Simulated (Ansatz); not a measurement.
# SiN₂H+ (triplet): wave-function methods side by side, def2-TZVPP

One table from this session's results is given with a row withheld; the runs are named, their logs left out.

Method: def2-TZVPP, core rule «outside noble gas», up to 7 orbitals frozen; program: Ansatz 0.2.0, Gaussian basis.

To be run: UHF; ROHF; CCSD(T) on UHF.

### The geometry

The geometry is a PBE0/def2-TZVP stationary point (not a proven minimum) of the parent state, kept for this charge and spin.

4 atoms, charge 1, spin multiplicity 3.

Atoms are counted from 1 here; the program's logs count them from 0.

Bond lengths: N1–Si2 1.595 Å, N1–H4 1.005 Å, Si2–N3 1.809 Å. Angles: Si2–N1–H4 144.7°, N1–Si2–N3 105.3°.

Set-up of the first run:

Input file in.yaml:

```yaml
crystal:
  periodic: [false, false, false]
  atoms:
    - {symbol: N, position_ang: [0.000000, -0.484969, 1.254083]}
    - {symbol: Si, position_ang: [0.000000, 0.524235, 0.018749]}
    - {symbol: N, position_ang: [0.000000, -0.526367, -1.454098]}
    - {symbol: H, position_ang: [0.000000, -0.553520, 2.257049]}
basis:
  gaussian: {orbitals: def2-TZVPP}
total_charge: 1
magnetization: {spin_polarized: true, initial_magnetization: 2}
hamiltonian: {xc: hf}
output: {orbitals: {seedname: orbitals}}
```

The run is started by

```
ansatz run in.yaml --threads 1 --pin off --events-out ev --progress --plain --max-ram 4096MiB --backend cpu
```

Among the steps run: UHF; ROHF; CCSD(T) on UHF.

One of the session's tables, all rows but one given; the rest of the session is left out.

| method | from UCCSD(T) (kcal/mol) |
| --- | --- |
| ROHF | ? |
| UMP2 | +49.41 |
| UCCSD | +15.55 |
| UCCSD(T) | 0 |

**Question.** Estimate the row for ROHF.

**Answer.** from UCCSD(T) (kcal/mol): +309.89. In the column «from UCCSD(T) (kcal/mol)» it is the highest.

Left out of the table: UHF (another determinant or state than the rows shown).

The program flags UCCSD(T) as in doubt (see the logs), so the zero of the table is itself unsure.

Limits of these values: The determinant is far from a pure spin state, so its energy mixes those of several spin states (harmless only where they are near-degenerate, as at dissociation). The program flags UCCSD(T) as in doubt, so the zero of the table is itself unsure. Warnings: spin contamination; coupled cluster took another determinant than the lowest.
